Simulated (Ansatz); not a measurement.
Geometry optimisation, Ansatz 0.2.0, RKS B3LYP-D4/6-31G*.

input.yaml

```yaml
crystal:
  periodic: [false, false, false]
  atoms:
    - { symbol: Si, position_ang: [-0.94408, -0.133731, 0.33711] }
    - { symbol: H, position_ang: [1.418244, -0.146166, 1.556115] }
    - { symbol: C, position_ang: [2.107944, -0.034244, 0.703303] }
    - { symbol: H, position_ang: [2.484526, -1.017536, 0.413885] }
    - { symbol: H, position_ang: [1.621118, 0.433695, -0.156349] }
    - { symbol: H, position_ang: [2.935174, 0.607014, 1.020376] }
    - { symbol: C, position_ang: [-0.958998, 1.522676, -0.635516] }
    - { symbol: H, position_ang: [-1.867055, 1.495181, -1.263912] }
    - { symbol: H, position_ang: [-1.058622, 2.384762, 0.03249] }
    - { symbol: H, position_ang: [-0.11982, 1.692049, -1.318976] }
    - { symbol: H, position_ang: [-0.497332, -0.983798, -0.858725] }
basis:
  gaussian: { orbitals: "6-31G*" }
hamiltonian:
  xc: b3lyp
  dispersion: d4
relax:
  f_tol: 0.03
  max_steps: 50
```

Run as:

```bash
$ ansatz run input.yaml --threads 1 --pin off --max-ram 2048MiB --backend cpu --events-out ev --progress --plain --runs-dir out
```

Where does it end, and by what steps?

It converged. After 6 steps the energy has fallen by 0.028 eV; H5 moved furthest, 0.42 Å.

```
step  energy less start (eV)  largest force component (eV/Å)  accepted
   0                  0.0000                           0.210       yes
   1                 -0.0165                           0.228       yes
   2                 -0.0208                           0.147       yes
   3                 -0.0242                           0.181       yes
   4                 -0.0266                           0.084       yes
   5                 -0.0273                           0.061       yes
   6                 -0.0277                           0.008       yes
```

```xyz
11
Properties=species:S:1:pos:R:3
Si -1.059 -0.100 0.407
H 1.251 -0.155 1.214
C 2.186 -0.044 0.641
H 2.653 -1.027 0.549
H 1.984 0.360 -0.353
H 2.840 0.636 1.192
C -1.011 1.539 -0.590
H -1.853 1.497 -1.301
H -1.153 2.425 0.036
H -0.108 1.668 -1.199
H -0.609 -0.979 -0.767
```

Whether the end is a true minimum wasn't checked by a vibrational analysis.

Run time: 16 s on 1 thread of Arm Neoverse V2, with other jobs on the host, peak memory 0.12 GiB.
